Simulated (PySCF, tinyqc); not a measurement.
Inside a calculation. Method: RHF in the sto-3g basis, for CH2, spin multiplicity 1. This run ends on a higher stationary point, not on the lowest solution. The lowest restricted solution is unstable here: a spin-polarised one lies 0.0416 hartree lower (PySCF). One step of it, computed by the program tinyqc.

Problem. Iteration 2: building the Fock matrix. J_ij = sum D_kl (ij|kl), K_ij = sum D_kl (ik|jl); F = H + J - 0.5 K; E = tr D H + tr D J / 2 - 0.25 tr D K + E_nn.

D after iteration 1, lower triangle:
```
,1C 1s,1C 2s,1C 2px,1C 2py,1C 2pz,2H 1s,3H 1s
1C 1s,2.060771
1C 2s,-0.229048,0.938070
1C 2px,0.000000,0.000000,2.000000
1C 2py,0.000000,0.000000,0.000000,0.487771
1C 2pz,-0.059856,0.194497,0.000000,0.000000,0.040403
2H 1s,-0.143957,0.413155,0.000000,0.467090,0.085928,0.630177
3H 1s,-0.143957,0.413155,0.000000,-0.467090,0.085928,-0.264394,0.630177
```

core Hamiltonian H = T + V (hartree), lower triangle:
```
,1C 1s,1C 2s,1C 2px,1C 2py,1C 2pz,2H 1s,3H 1s
1C 1s,-18.595316
1C 2s,-4.485178,-5.541060
1C 2px,0.000000,0.000000,-4.431661
1C 2py,0.000000,0.000000,0.000000,-4.584783
1C 2pz,-0.010406,-0.113720,0.000000,0.000000,-4.463837
2H 1s,-0.749657,-1.856792,0.000000,-1.482979,-0.699201,-3.170544
3H 1s,-0.749657,-1.856792,0.000000,1.482979,-0.699201,-0.330944,-3.170544
```

Two-electron integrals (ij|kl) in chemists' order, unique and non-zero (hartree):
```
i,j,k,l,(ij|kl)
1,1,1,1,3.541948
2,1,1,1,0.576921
2,1,2,1,0.111888
2,2,1,1,0.854682
2,2,2,1,0.205284
2,2,2,2,0.624709
3,1,3,1,0.020296
3,2,3,1,0.030858
3,2,3,2,0.137996
3,3,1,1,0.852436
3,3,2,1,0.205335
3,3,2,2,0.624568
3,3,3,3,0.672833
4,1,4,1,0.020296
4,2,4,1,0.030858
4,2,4,2,0.137996
4,3,4,3,0.036269
4,4,1,1,0.852436
4,4,2,1,0.205335
4,4,2,2,0.624568
4,4,3,3,0.600295
4,4,4,4,0.672833
5,1,5,1,0.020296
5,2,5,1,0.030858
5,2,5,2,0.137996
5,3,5,3,0.036269
5,4,5,4,0.036269
5,5,1,1,0.852436
5,5,2,1,0.205335
5,5,2,2,0.624568
5,5,3,3,0.600295
5,5,4,4,0.600295
5,5,5,5,0.672833
6,1,1,1,0.095810
6,1,2,1,0.018482
6,1,2,2,0.033894
6,1,3,3,0.033780
6,1,4,1,0.001004
6,1,4,2,0.001887
6,1,4,4,0.034072
6,1,5,1,0.000460
6,1,5,2,0.000865
6,1,5,4,0.000134
6,1,5,5,0.033842
6,1,6,1,0.003119
6,2,1,1,0.249350
6,2,2,1,0.060787
6,2,2,2,0.206039
6,2,3,3,0.200926
6,2,4,1,0.005242
6,2,4,2,0.037498
6,2,4,4,0.213436
6,2,5,1,0.002403
6,2,5,2,0.017189
6,2,5,4,0.005735
6,2,5,5,0.203555
6,2,6,1,0.010486
6,2,6,2,0.092274
6,3,3,1,0.005925
6,3,3,2,0.032025
6,3,4,3,0.007155
6,3,5,3,0.003280
6,3,6,3,0.010773
6,4,1,1,0.200279
6,4,2,1,0.049426
6,4,2,2,0.177637
6,4,3,3,0.168782
6,4,4,1,0.009602
6,4,4,2,0.061731
6,4,4,4,0.193054
6,4,5,1,0.001685
6,4,5,2,0.013617
6,4,5,4,0.007846
6,4,5,5,0.170876
6,4,6,1,0.008888
6,4,6,2,0.094358
6,4,6,4,0.105507
6,5,1,1,0.091809
6,5,2,1,0.022657
6,5,2,2,0.081430
6,5,3,3,0.077371
6,5,4,1,0.001685
6,5,4,2,0.013617
6,5,4,4,0.081937
6,5,5,1,0.006698
6,5,5,2,0.038268
6,5,5,4,0.009248
6,5,5,5,0.084890
6,5,6,1,0.004074
6,5,6,2,0.043254
6,5,6,4,0.043427
6,5,6,5,0.030680
6,6,1,1,0.412138
6,6,2,1,0.102149
6,6,2,2,0.395163
6,6,3,3,0.374731
6,6,4,1,0.010454
6,6,4,2,0.102279
6,6,4,4,0.424943
6,6,5,1,0.004792
6,6,5,2,0.046885
6,6,5,4,0.023017
6,6,5,5,0.385282
6,6,6,1,0.017821
6,6,6,2,0.230404
6,6,6,4,0.259390
6,6,6,5,0.118906
6,6,6,6,0.774606
7,1,1,1,0.095810
7,1,2,1,0.018482
7,1,2,2,0.033894
7,1,3,3,0.033780
7,1,4,1,-0.001004
7,1,4,2,-0.001887
7,1,4,4,0.034072
7,1,5,1,0.000460
7,1,5,2,0.000865
7,1,5,4,-0.000134
7,1,5,5,0.033842
7,1,6,1,0.003013
7,1,6,2,0.009779
7,1,6,4,0.007626
7,1,6,5,0.003809
7,1,6,6,0.016353
7,1,7,1,0.003119
7,2,1,1,0.249350
7,2,2,1,0.060787
7,2,2,2,0.206039
7,2,3,3,0.200926
7,2,4,1,-0.005242
7,2,4,2,-0.037498
7,2,4,4,0.213436
7,2,5,1,0.002403
7,2,5,2,0.017189
7,2,5,4,-0.005735
7,2,5,5,0.203555
7,2,6,1,0.009779
7,2,6,2,0.061838
7,2,6,4,0.046481
7,2,6,5,0.028162
7,2,6,6,0.116919
7,2,7,1,0.010486
7,2,7,2,0.092274
7,3,3,1,0.005925
7,3,3,2,0.032025
7,3,4,3,-0.007155
7,3,5,3,0.003280
7,3,6,3,0.006611
7,3,7,3,0.010773
7,4,1,1,-0.200279
7,4,2,1,-0.049426
7,4,2,2,-0.177637
7,4,3,3,-0.168782
7,4,4,1,0.009602
7,4,4,2,0.061731
7,4,4,4,-0.193054
7,4,5,1,-0.001685
7,4,5,2,-0.013617
7,4,5,4,0.007846
7,4,5,5,-0.170876
7,4,6,1,-0.007626
7,4,6,2,-0.046481
7,4,6,4,-0.029478
7,4,6,5,-0.020816
7,4,6,6,-0.084071
7,4,7,1,-0.008888
7,4,7,2,-0.094358
7,4,7,4,0.105507
7,5,1,1,0.091809
7,5,2,1,0.022657
7,5,2,2,0.081430
7,5,3,3,0.077371
7,5,4,1,-0.001685
7,5,4,2,-0.013617
7,5,4,4,0.081937
7,5,5,1,0.006698
7,5,5,2,0.038268
7,5,5,4,-0.009248
7,5,5,5,0.084890
7,5,6,1,0.003809
7,5,6,2,0.028162
7,5,6,4,0.020816
7,5,6,5,0.019174
7,5,6,6,0.056066
7,5,7,1,0.004074
7,5,7,2,0.043254
7,5,7,4,-0.043427
7,5,7,5,0.030680
7,6,1,1,0.041352
7,6,2,1,0.010097
7,6,2,2,0.035034
7,6,3,3,0.034223
7,6,4,4,0.035425
7,6,5,1,0.000691
7,6,5,2,0.005166
7,6,5,5,0.035418
7,6,6,1,0.001691
7,6,6,2,0.013428
7,6,6,4,0.012040
7,6,6,5,0.006949
7,6,6,6,0.030423
7,6,7,1,0.001691
7,6,7,2,0.013428
7,6,7,4,-0.012040
7,6,7,5,0.006949
7,6,7,6,0.002442
7,7,1,1,0.412138
7,7,2,1,0.102149
7,7,2,2,0.395163
7,7,3,3,0.374731
7,7,4,1,-0.010454
7,7,4,2,-0.102279
7,7,4,4,0.424943
7,7,5,1,0.004792
7,7,5,2,0.046885
7,7,5,4,-0.023017
7,7,5,5,0.385282
7,7,6,1,0.016353
7,7,6,2,0.116919
7,7,6,4,0.084071
7,7,6,5,0.056066
7,7,6,6,0.229042
7,7,7,1,0.017821
7,7,7,2,0.230404
7,7,7,4,-0.259390
7,7,7,5,0.118906
7,7,7,6,0.030423
7,7,7,7,0.774606
```

nuclear repulsion = 5.23146218 hartree

Give: Coulomb J; exchange K; Fock matrix F; total energy of this density.

Solution.

Coulomb J (hartree), lower triangle:
```
,1C 1s,1C 2s,1C 2px,1C 2py,1C 2pz,2H 1s,3H 1s
1C 1s,11.252
1C 2s,2.163,4.993
1C 2px,0.000,0.000,5.020
1C 2py,0.000,0.000,0.000,5.040
1C 2pz,0.024,0.173,0.000,0.000,4.901
2H 1s,0.359,1.677,0.000,1.459,0.699,3.408
3H 1s,0.359,1.677,0.000,-1.459,0.699,0.286,3.408
```

exchange K (hartree), lower triangle:
```
,1C 1s,1C 2s,1C 2px,1C 2py,1C 2pz,2H 1s,3H 1s
1C 1s,7.171
1C 2s,1.254,1.537
1C 2px,0.000,0.000,1.596
1C 2py,0.000,0.000,0.000,1.168
1C 2pz,-0.002,0.308,0.000,0.000,0.409
2H 1s,0.212,0.745,0.000,0.632,0.248,1.101
3H 1s,0.212,0.745,0.000,-0.632,0.248,0.093,1.101
```

Fock matrix F (hartree), lower triangle:
```
,1C 1s,1C 2s,1C 2px,1C 2py,1C 2pz,2H 1s,3H 1s
1C 1s,-10.929
1C 2s,-2.950,-1.317
1C 2px,0.000,0.000,-0.210
1C 2py,0.000,0.000,0.000,-0.128
1C 2pz,0.015,-0.095,0.000,0.000,0.233
2H 1s,-0.497,-0.553,0.000,-0.340,-0.124,-0.313
3H 1s,-0.497,-0.553,0.000,0.340,-0.124,-0.092,-0.313
```

total energy of this density = -38.18043 hartree
